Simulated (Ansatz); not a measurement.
**hcp Zr**

Level of theory: PBEsol (PAW; Ansatz, a program for electronic structure).

Settings: plane-wave cutoff 520 eV, 16×16×10 k mesh (along the axes of the cell as run), Fermi–Dirac smearing 0.1 eV, perturbation theory, force constants from a 4×4×2 q mesh, scalar-relativistic PAW data made under PBE.

Cell: relaxed at this level.

| Item | Value |
|---|---|
| zero-point energy | 0.023 eV/atom |

Cost on a shared machine: very roughly 22 core-minutes.
